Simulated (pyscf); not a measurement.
`[OH2]` + `[OH][As][OH]` [doublet] → `[OH][As]([OH])[OH]` + `[H]` [doublet] (substitution at O; doublet surface; H–O broken, As–O formed). Optimised with ωB97X-D3(BJ)/def2-SVP in PySCF. Energies in kJ/mol from the separated reactants.

```json
[
 {"level": "ωB97X-D3(BJ)/def2-TZVP", "barrier": "184.7", "reaction energy": "+107.3"},
 {"level": "PBE/def2-TZVP", "barrier": "(withheld)", "reaction energy": "+113.9"},
 {"level": "r²SCAN/def2-TZVP", "barrier": "(withheld)", "reaction energy": "(withheld)"},
 {"level": "B3LYP-D3(BJ)/def2-TZVP", "barrier": "159.5", "reaction energy": "+123.6"},
 {"level": "ωB97M-D3(BJ)/def2-TZVP", "barrier": "183.0", "reaction energy": "+116.2"},
 {"level": "HF/def2-TZVP", "barrier": "250.4", "reaction energy": "+105.7"}
]
```

Question: Some entries are withheld; supply them.

Answer: 
- PBE/def2-TZVP, barrier: 139.0
- r²SCAN/def2-TZVP, barrier: 146.1
- r²SCAN/def2-TZVP, reaction energy: +112.5

The functionals in the table span 45.6 kJ/mol in this barrier, from PBE to ωB97X-D3(BJ). On the reactant side the descent ends in a bound adduct, 41.1 kJ/mol under the separated species and 225.8 kJ/mol under the saddle at ωB97X-D3(BJ)/def2-TZVP. One saddle was located; it need not be the lowest between these sides. The angle at the attacked O is 155°. Elements up to Kr have no core potential and no relativistic terms here.
